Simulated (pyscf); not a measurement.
`[NH2][SiH]([NH2])[NH2]` + `[H]` [doublet] -> `[NH][SiH]([NH2])[NH2]` [doublet] + `[H][H]`, a hydrogen abstraction (doublet surface; H–N broken, H–H formed). Structures and frequencies: ωB97X-D3(BJ)/def2-SVP in PySCF. Energies in kJ/mol from the separated reactants.

Small-basis levels: PySCF, no dispersion term, spherical d functions. AM1 to PM7: differences of heats of formation from MOPAC, which are fitted to 298 K values and so differ in kind from electronic energies by zero-point and thermal terms. GFN2-xTB: tblite. Open shells are spin-unrestricted. 

| level | barrier | reaction energy |
|---|---|---|
| SVWN5/6-31G* | 28.1 | +62.4 |
| PBE/6-31G* | 41.6 | +33.7 |
| B3LYP/3-21G | 46.5 | +27.0 |
| B3LYP/6-31G* | 46.3 | +14.2 |
| PBE/def2-SVP | 41.9 | +49.1 |
| B3LYP/def2-SVP | … | +29.5 |
| GFN2-xTB | … | +106.7 |
| AM1 | 94.3 | -0.4 |
| PM6 | -24.9 | -104.8 |
| ωB97M-D3(BJ)/def2-TZVP | … | +40.2 |

Problem. What belongs in the gaps?

Solution. 
- B3LYP/def2-SVP, barrier: 47.4
- GFN2-xTB, barrier: 75.6
- ωB97M-D3(BJ)/def2-TZVP, barrier: 72.7

Against the last row the barrier runs from -97.6 (PM6) to +21.6 kJ/mol (AM1). At SVWN5/6-31G*, PBE/def2-SVP, GFN2-xTB, PM6 this geometry lies under one side, so the entry may be no barrier of that level: it is a single point on another level's saddle. ωB97M-D3(BJ)/def2-TZVP has limits of its own. The same reactants have a lower exit, to H₂N–Si•(NH₂)–NH₂ + H₂ (barrier +20.3 kJ/mol at ωB97M-D3(BJ)/def2-TZVP, against +72.7 kJ/mol here). •HN–SiH(NH₂)–NH₂ lies 68.5 kJ/mol over its isomer H₂N–Si•(NH₂)–NH₂ (electronic energy, ωB97M-D3(BJ)/def2-TZVP). This is the saddle that the search found; another between the same sides may lie lower. The angle at the transferred H is 156°.
